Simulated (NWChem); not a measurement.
Basis-set convergence for silicon monoxide (OSi)

```xyz
2

Si     0.0000     0.0000     0.5619
O      0.0000     0.0000    -0.9833
```
Charge 0, spin multiplicity 1.

The numbers come from NWChem runs, not from measurements. All single points use one geometry, from PBE/def2-SVP, a minimum by its harmonic frequencies.

Quantity: LUMO energy at the level B3LYP.

B3LYP has NWChem's definition, with VWN1-RPA local correlation. The Pople sets run with spherical d functions.

| basis | functions | LUMO energy (eV) |
|---|---|---|
| pcseg-1 | 32 | -2.15 |
| 6-31G* | 32 | -1.96 |
| 6-31+G* | 40 | -2.34 |
| 6-311G** | 44 | -2.05 |
| def2-SVPD | 47 | -2.32 |
| aug-pcseg-1 | 50 | -2.39 |
| cc-pVTZ | 64 | -2.18 |
| pcseg-2 | 64 | -2.28 |
| def2-TZVPP | 73 | -2.25 |
| aug-cc-pVTZ | 96 | -2.37 |

Smallest basis within 0.2 eV of aug-cc-pVTZ, the largest set run: 6-31+G*, with 40 functions against 96 (also within reach: def2-SVPD, aug-pcseg-1, cc-pVTZ, pcseg-2, def2-TZVPP). aug-cc-pVTZ isn't the basis-set limit itself, and a small set can land close by cancellation.
